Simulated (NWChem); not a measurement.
# phosphine (PH3); SMILES P

```xyz
4

P      0.0000     0.0000     0.1529
H      0.4056    -1.1273    -0.6486
H     -1.1791     0.2124    -0.6486
H      0.7735     0.9150    -0.6486
```
Atoms are numbered in this order, from 1.

Geometry: optimised at PBE-D3(BJ)/def2-SVP.

 States above −ε(HOMO) = 7.7 eV lie in this functional's continuum and hang on the basis.

Question: List the 4 lowest vertical singlet excitations from B3LYP/aug-cc-pVDZ, TDA (NWChem).

Answer: 
```
state  energy (eV)  oscillator strength  leading excitation (squared amplitude)
-----  -----------  -------------------  --------------------------------------
S1            6.41                0.131                      HOMO → LUMO (0.99)
S2            7.25                0.093                    HOMO → LUMO+1 (0.90)
S3            7.25                0.093                    HOMO → LUMO+2 (0.90)
S4            7.79                0.001                    HOMO → LUMO+3 (0.96)
```
